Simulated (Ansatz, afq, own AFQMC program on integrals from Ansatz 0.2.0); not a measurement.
SiH₃, doublet: AFQMC among the cluster methods

```yaml
atoms:
  - { symbol: Si, position_ang: [0.0001, -0.0001, -0.0495] }
  - { symbol: H, position_ang: [1.6022, 0.0165, 0.4631] }
  - { symbol: H, position_ang: [-0.8162, 1.3811, 0.4562] }
  - { symbol: H, position_ang: [-0.7888, -1.3956, 0.4602] }
```

Basis 6-31G. Noble-gas cores (and the filled d shells of Ga–Kr and In–Xe) are frozen. Ansatz 0.2.0 and our own AFQMC program on the same integrals; the CISD trial comes from CCSD amplitudes, and released means the phaseless constraint is let go. Error bars are statistical, one sigma.

Determinant: UHF, the one that the program's search chose, which needn't be the lowest solution. The geometry is a point of a scan.

Full CI on the same integrals is exact in this basis and with this determinant's frozen core.

* T1 diagnostic: 0.0098
* weight of the determinant in the CISD state: 0.930
* ⟨S²⟩ of the determinant: 0.754
* size of the correlated space: 7 electrons in 14 orbitals

| level | correlation energy (eV) |
| --- | --- |
| MP2 | -1.4776 |
| CCSD | -2.1419 |
| CCSD(T) | -2.1717 |

(1) Estimate where full CI lies against CCSD(T) on the same integrals.

(1) 15.6 meV below CCSD(T).

Reference: full CI, correlation energy -2.187 eV. The released energy is read at 2.40 1/Eh (meV from the phaseless value at times in 1/Eh: -1.1 ± 1.0 at 0.24, -1.5 ± 0.5 at 0.51, -3.3 ± 0.6 at 0.99, -4.0 ± 0.6 at 1.62, -5.3 ± 0.5 at 2.40).

| level | E − E(reference) (meV) | share of correlation (%) |
| --- | --- | --- |
| CCSD(T) | 15.6 | 99.29 |
| CCSDT | 1.6 | 99.93 |
| CCSDT(Q) | 0.5 | 99.98 |
| CCSDTQ | 0.1 | 100.00 |
| ph-AFQMC/CISD | 5.0 ± 0.9 | 99.77 |
| released AFQMC | -0.4 ± 0.5 | 100.02 |

CCSDT and higher add their correlation energy to the determinant of the CCSD(T) run, since their own runs factorise the integrals more tightly (a shift of under 2 meV). A walk keeps the symmetry of its determinant, which the program's search chose and which needn't be the lowest solution, so a lower state of the same spin and another symmetry isn't excluded. Released energies are given only where the last usable release times agree within the noise; a slower fall can still hide under it.
